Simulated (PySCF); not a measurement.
## Name the molecule from its bond curve

A diatomic of charge 0 contains S. Its doublet curve at PBE0 in a double-zeta basis (no relativity, PySCF), in eV from the separated fragments:

```tsv
R (Å)	E (eV)
1.639	-2.533
1.715	-3.564
1.792	-4.124
1.849	-4.318
1.906	-4.367
1.963	-4.305
2.039	-4.097
2.135	-3.706
2.249	-3.178
2.402	-2.513
```

The fit gives ωe = 775 cm⁻¹ and the rotational constant Bₑ = 0.2969 cm⁻¹.

Problem. Which atom is the partner?

Solution. The minimum lies at 1.900 Å, so the reduced mass is 16.8576 u Å² cm⁻¹/(Bₑ·Re²) = 15.73 u. With S at 31.97 u the partner weighs about 31.0 u: P. The molecule is PS.

The state is the lowest determinant that a PBE0 search found; another state may lie lower at other levels.
